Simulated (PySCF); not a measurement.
# Aluminium: a sound run and one with changed settings

Sound run: Al [Ne] 3s2 3p1, Al⁺ [Ne] 3s2. All numbers are calculated (PySCF 2.14, no relativity, point nucleus, in pcseg-2 (5s4p2d1f, 34 functions)). In the sound run the correlated levels freeze [Ne]. The sound run starts from symmetry-adapted Hartree-Fock orbitals and uses a fine grid where one is needed.

Changed run: a valence shell is frozen. This setting is unsound on purpose.

Ionisation energy of Al:

| method | sound run (eV) | changed run (eV) |
| --- | --- | --- |
| UHF | 5.557 | 5.557 |
| MP2 | 5.684 | 5.557 |
| SCS-MP2 | 5.665 | 5.557 |
| CCSD | 5.714 | 5.557 |
| CCSD(T) | 5.733 | 5.557 |
| CCSDT | n/a | 5.557 |
| FCI | n/a | 5.557 |

Freezing a valence shell removes pair correlation that changes on ionisation.

For comparison, NIST gives 5.986 eV between the lowest levels.
